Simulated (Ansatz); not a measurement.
Ansatz (a quantum-chemistry and plane-wave program) input (CCSD(T)/def2-SVPD):

Ansatz 0.2 input:
```yaml
crystal:
  periodic: [false, false, false]
  atoms:
    - {symbol: Na, position_ang: [-0.00000000, -0.00000000, -2.00393830]}
    - {symbol: Na, position_ang: [0.00000000, 0.00000000, 2.00393830]}
basis:
  gaussian:
    orbitals: def2-SVPD
total_charge: 1
magnetization: {spin_polarized: true, initial_magnetization: 1}
correlation: {method: ccsd_t, electrons: outside_noble_gas}
output: {forces: true}
```

End of the output:

```
integrals: 0.01 GiB planned
318 factors; integrals over basis functions are off by at most 9.6e-4 eV
mean field: 0.07 GiB planned
mean field evaluation 1: about -8801.0749 eV, gradient 1.6e0 eV
mean field evaluation 2: about -8801.0814 eV, gradient 1.6e0 eV
mean field evaluation 4: about -8801.2684 eV, gradient 1.1e-1 eV
mean field evaluation 8: about -8801.2685 eV, gradient 1.8e-6 eV
mean field evaluation 16: about -8801.2685 eV, gradient 2.7e-6 eV
mean field evaluation 32: about -8798.4799 eV, gradient 3.5e-2 eV
mean field -8801.26848279 eV, -323.4406510286 hartree, gradient 2.7e-6 eV, S^2 0.750020; 2 other end points of the search recorded, 0 dependent functions left out
determinant -8801.26848279 eV, -323.4406510286 hartree, with singles and doubles -8801.26848279 eV, -323.4406510286 hartree
determinant -8799.25601904 eV, -323.3666943499 hartree, with singles and doubles -8799.25601906 eV, -323.3666943504 hartree
determinant -8798.47997305 eV, -323.3381751856 hartree, with singles and doubles -8798.47997305 eV, -323.3381751858 hartree
10 core orbitals not correlated
reference -8801.26848279 eV, -323.4406510286 hartree; 1, 0 occupied and 25, 26 virtual orbitals, 318 factors
densities: 0.06 GiB planned
second order 0.00000000 eV of doubles, -0.00000000 eV of singles
coupled cluster: 0.05 GiB planned
cycle   1  -0.00000000 eV  change  -7.1e-14 eV  update   3.9e-8
perturbative correction 0.00000000 eV, 0.0000000000 hartree
the calculation of the forces begins
Total energy: -8801.26848279 eV, -323.4406510286 hartree
Atom 0 at    -0.000000    -0.000000    -2.003938 Å, force    -0.000000     0.000000     0.106214 eV/Å
Atom 1 at     0.000000     0.000000     2.003938 Å, force    -0.000000    -0.000000    -0.106214 eV/Å
Dipole moment:     0.000000    -0.000000    -0.000000 e Å
```
